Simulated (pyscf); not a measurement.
A first-order saddle from PySCF, ωB97X-D3(BJ)/def2-SVP:

```xyz
14

C      0.6493    -1.3100    -0.1309
C      0.8875     0.1880    -0.0243
O      0.2954     0.7348     1.1399
Si    -1.3287     0.9969     1.4545
H      1.0240    -1.8233     0.7684
H      1.1652    -1.7249    -1.0117
H     -0.4260    -1.5301    -0.2296
H      0.4917     0.6986    -0.9235
H      1.9671     0.4052     0.0293
H     -1.5753     1.1182    -0.3263
H     -2.2061     1.8429     0.0454
H     -2.1410    -0.2515     1.5671
O     -2.7035     2.2968     1.0679
H     -2.4455     3.2064     1.2795
```
Charge 0, spin multiplicity 2.

Surface: doublet, charge 0. Lowest wavenumbers (cm⁻¹): 1403i, 55, 82, 128, 214.

### Question
Which two sides does it connect, and which bonds change?

### Answer
`[CH3][CH2][O][SiH][OH]` [doublet] + `[H][H]` ⇌ `[CH3][CH2][O][SiH2]` [doublet] + `[OH2]`, a four-centre exchange read from left to right: O–Si, H–H broken and H–Si, H–O formed. At ωB97M-D3(BJ)/def2-TZVP it lies +214.2 kJ/mol from the left side and +132.7 kJ/mol from the right (each side as separated species at their lowest minima found). At the saddle there is also a short H–Si contact that neither side keeps. The same reactants have a lower exit, to •H₂C–CH₃ + O=SiH–OH + H₂ (no saddle counted: cutting one bond, which may have a small barrier of its own, costs +110.6 kJ/mol at ωB97M-D3(BJ)/def2-TZVP, against +214.2 kJ/mol here). H₃C–CH₂–O–SiH•–OH lies 51.7 kJ/mol over its isomer H₃C–Si(CH₃)(O•)–OH (electronic energy, ωB97M-D3(BJ)/def2-TZVP). H₃C–CH₂–O–SiH₂• lies 127.6 kJ/mol over its isomer H₃C–Si•(CH₃)–OH (electronic energy, ωB97M-D3(BJ)/def2-TZVP). This is the saddle that the search found; another between the same sides may lie lower.
